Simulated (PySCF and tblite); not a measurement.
The numbers below are computed, except where a source is named.
Stationary points of C5H9N at B3LYP-D3(BJ)/def2-SVP, in Å:

Structure A

```
 1 C     2.136   -0.256   -0.025
 2 C     0.832    0.000    0.097
 3 C    -0.203   -0.863    0.782
 4 C    -1.479   -0.591   -0.036
 5 N    -1.274    0.758   -0.508
 6 C     0.099    1.201   -0.479
 7 H     2.803    0.424   -0.563
 8 H     2.583   -1.153    0.411
 9 H     0.083   -1.924    0.826
10 H    -0.348   -0.506    1.817
11 H    -1.570   -1.340   -0.855
12 H    -2.392   -0.681    0.579
13 H    -2.036    1.374   -0.740
14 H     0.516    1.463   -1.473
15 H     0.250    2.093    0.169
```

Structure B

```
 1 C     2.162   -0.160    0.111
 2 C     0.836   -0.008    0.101
 3 C    -0.192   -0.951    0.700
 4 C    -1.496   -0.511    0.021
 5 N    -1.304    0.930   -0.096
 6 C     0.071    1.138   -0.544
 7 H     2.825    0.584   -0.341
 8 H     2.632   -1.032    0.573
 9 H     0.053   -2.012    0.543
10 H    -0.263   -0.774    1.787
11 H    -1.597   -1.029   -0.960
12 H    -2.395   -0.746    0.614
13 H    -1.990    1.378   -0.699
14 H     0.194    1.074   -1.649
15 H     0.452    2.126   -0.234
```

Structure C

```
 1 C     2.135   -0.061    0.245
 2 C     0.813   -0.002    0.066
 3 C    -0.231   -0.947    0.638
 4 C    -1.523   -0.519   -0.097
 5 N    -1.361    0.902   -0.416
 6 C     0.058    1.038   -0.759
 7 H     2.804    0.681   -0.204
 8 H     2.601   -0.849    0.843
 9 H     0.031   -2.008    0.499
10 H    -0.336   -0.776    1.725
11 H    -1.622   -1.085   -1.040
12 H    -2.441   -0.691    0.485
13 H    -1.543    1.445    0.429
14 H     0.193    0.815   -1.835
15 H     0.417    2.066   -0.600
```

Level: PBE/pcSseg-1 + D3(BJ) on B3LYP-D3(BJ)/def2-SVP stationary points, with GFN2-xTB thermal terms.

Task: Which structure is a saddle point, and along which motion?

Result: A: one imaginary mode (602i cm⁻¹ at GFN2-xTB, mostly on H13, N5), along the pyramidal inversion at N5.

Task: Give their symmetry and energies above the lowest.

Result: A C1, 4.7 kcal/mol; B C1, 0.3 kcal/mol; C C1, 0.0 kcal/mol.
